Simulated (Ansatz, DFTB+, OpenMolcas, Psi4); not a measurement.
**PO (Phosphorus monoxide): the electronic atomisation energy, rung by rung**

The species is PO (2 atoms), meant as a doublet with charge 0. SMILES: `O=[P]`. The shape is that of a PBE0-D4/def2-TZVP optimisation.

```tsv
atom	x (Å)	y (Å)	z (Å)
O	0.0000	0.0000	-0.0095
P	0.0000	0.0000	1.4645
```

Quantity: the electronic atomisation energy, in eV. The values are calculated. Electronic energies at fixed atoms, without zero-point motion or spin-orbit coupling.

```tsv
level	kind	program	value (eV)
DFTB2-D4	semi-empirical	DFTB+	6.83
U-revPBE/cc-pVTZ	GGA	Ansatz	6.14
UTPSS/cc-pVTZ	meta-GGA	OpenMolcas	6.08
UB3LYP/cc-pVTZ	global hybrid	Ansatz	6.09
U-wB97M-V/cc-pVTZ	range-separated hybrid	Ansatz	6.16
U-wB97X-V/cc-pVTZ	range-separated hybrid	Psi4	6.17
UDSD-PBEP86/cc-pVTZ (density fitting for correlation)	double hybrid	Psi4	5.89
RPA@PBE0/cc-pVTZ	RPA	Ansatz	5.43
UMP2/cc-pVTZ	perturbation theory	Ansatz	5.99
UBCCD(T)/cc-pVTZ	coupled cluster or CI	Ansatz	5.61
```

The values span 5.43 to 6.83 eV.
